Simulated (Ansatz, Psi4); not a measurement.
## CH2Cl2 (SMILES ClCCl): from total energies to a heat of formation

CH2Cl2: 5 atoms, total charge 0, spin state singlet. As SMILES, `ClCCl`. The shape is that of a PBE0-D4/def2-TZVP optimisation.

```xyz
5

Cl    1.6307   -0.3387    0.2654
C    -0.1011   -0.0827    0.0629
Cl   -0.4742    1.2845   -0.9848
H    -0.5250   -0.9767   -0.3841
H    -0.5304    0.1136    1.0406
```

Total energies at SVWN5/aug-cc-pVDZ (Psi4 1.11); the atoms run unrestricted:

| species | state | energy (Eh) |
| --- | --- | --- |
| CH2Cl2 | singlet | -956.380385 |
| Cl | doublet | -458.641757 |
| C | triplet | -37.460433 |
| H | doublet | -0.478010 |

Harmonic wavenumbers at PBE0-D4/def2-TZVP, in cm⁻¹: 285, 732, 772, 904, 1178, 1288, 1461, 3128, 3205.

Measured heats of formation of the gaseous atoms at 298.15 K, in kJ/mol: Cl 121.3, C 716.9, H 218.0. Spin-orbit lowering of the atoms at 298 K (mean of the ground term's levels less their thermal mean, from spectra), in kJ/mol: Cl 3.44, C 0.02. Take 1 Eh = 2625.50 kJ/mol, 1 cm⁻¹ = 0.0119627 kJ/mol, RT = 2.479 kJ/mol.

**Question.** Work out the heat of formation of the gas at 298 K.

**Answer.** 
1. Electronic atomisation energy: 2 × (-458.641757) + (-37.460433) + 2 × (-0.478010) − (-956.380385) = 0.680418 Eh = 1786.4 kJ/mol.
2. Zero-point energy: half the sum of the wavenumbers, 6476.5 cm⁻¹ = 77.5 kJ/mol.
3. Thermal vibrational enthalpy, Σ hcν̃/(exp(hcν̃/kT) − 1): 1.9 kJ/mol. Translation, rotation and pV of a non-linear molecule: 4 RT = 9.9 kJ/mol.
4. The 5 free atoms carry 5/2 RT each: 31.0 kJ/mol.
5. Spin-orbit coupling lowers the free atoms by 2 × 3.44 + 0.02 = 6.9 kJ/mol.
6. Atomisation enthalpy at 298 K: 1786.4 − 6.9 − 77.5 − 1.9 − 9.9 + 31.0 = 1721.2 kJ/mol.
7. Sum of the atoms' heats of formation: 1395.5 kJ/mol. Heat of formation: 1395.5 − 1721.2 = -325.7 kJ/mol.

The tabulated value is -94.7 kJ/mol (Active Thermochemical Tables), so this level is off by -231.0 kJ/mol, or 15.5 % of the atomisation enthalpy that the table implies (1490.2 kJ/mol). The LDA overbinds, which puts heats of formation too low. Anharmonicity and any spin-orbit splitting of the molecule are left out.
